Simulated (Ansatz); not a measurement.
Two shapes of doublet SiH₂(+).

Shape 1:

```xyz
3

H     0.0000    0.2494   -1.2973
Si    0.0000   -0.4988    0.0000
H     0.0000    0.2494    1.2973
```

Shape 2:

```xyz
3

H     0.0000    0.2693   -1.4011
Si    0.0000   -0.5387    0.0000
H     0.0000    0.2693    1.4011
```

Basis set: def2-SVP (spherical functions). Frozen core: 5 orbitals. Correlation on ROHF uses semicanonical orbitals with singles. Charge 1, multiplicity 2.

Computed with Ansatz (development build ahead of 0.2.0); each method stands on the lowest determinant of its kind that the runs found.

**Question.** Which shape is lower in energy, and by how much in each method?

**Answer.**

```tsv
method	E(2) − E(1) (eV)
ROHF	0.341
ROHF-MP2	0.296
UHF-MP2	0.297
ROHF-CCSD(T)	0.247
UHF-CCSD(T)	0.247
```

Shape 1 is lower.
